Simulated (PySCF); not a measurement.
**Partial charges of 1,3,4-thiadiazole**

Species: 1,3,4-thiadiazole, C2H2N2S.
Z-matrix (Å and degrees, PBE0-D3(BJ)/def2-SVP geometry), rows numbered from 1:
```
C 
N   1  1.2967
N   2  1.3476  1  112.85
C   3  1.2967  2  112.84  1    -0.04
S   4  1.7268  3  114.18  2    -0.00
H   1  1.0913  2  123.42  3   179.99
H   4  1.0913  3  123.43  2  -179.95
```

Density: PBE0/pcSseg-1 (PySCF); schemes: Mulliken, IAO, Hirshfeld and ESP-fitted. Geometry: PBE0-D3(BJ)/def2-SVP; no solvent, vibrations or thermal averaging.

Q: What partial charge does each atom carry?

A: In e:

| atom | environment | Mulliken | IAO | Hirshfeld | ESP-fitted |
| --- | --- | --- | --- | --- | --- |
| C1 | aromatic CH next to a ring nitrogen | -0.031 | -0.176 | -0.007 | +0.196 |
| N2 | pyridine-type nitrogen | -0.212 | -0.162 | -0.126 | -0.289 |
| N3 | pyridine-type nitrogen | -0.212 | -0.162 | -0.126 | -0.291 |
| C4 | aromatic CH next to a ring nitrogen | -0.030 | -0.176 | -0.007 | +0.205 |
| S5 | thiophene-type sulfur | +0.167 | +0.300 | +0.116 | -0.048 |
| H6 | aromatic hydrogen | +0.159 | +0.188 | +0.075 | +0.116 |
| H7 | aromatic hydrogen | +0.159 | +0.188 | +0.075 | +0.111 |

Mean size of the charges over all atoms: IAO 0.193 e, ESP-fitted 0.179 e, Mulliken 0.139 e, Hirshfeld 0.076 e. Each set sums to the total charge, 0, to within 0.001 e. The ESP scheme fits charges at the nuclei, held to the total charge, to the electrostatic potential on points at 1.4 to 2.0 times the van der Waals radii.

Lowest charge. The schemes don't all agree: Mulliken N2 and N3 (-0.212); IAO C1 and C4 (-0.176); Hirshfeld N2 and N3 (-0.126); ESP-fitted N3 (-0.291).

Highest charge. The schemes don't all agree: Mulliken S5 (+0.167); IAO S5 (+0.300); Hirshfeld S5 (+0.116); ESP-fitted C4 (+0.205).

Q: How many electrons does the Mulliken scheme count on C4?

A: Z − q = 6 − (-0.030) = 6.030.

Q: Sum the charges by element, for elements with more than one atom.

A: 
```tsv
element	atoms	Mulliken	IAO	Hirshfeld	ESP-fitted
C	2	-0.061	-0.352	-0.014	+0.401
N	2	-0.424	-0.324	-0.251	-0.580
H	2	+0.318	+0.377	+0.149	+0.226
```
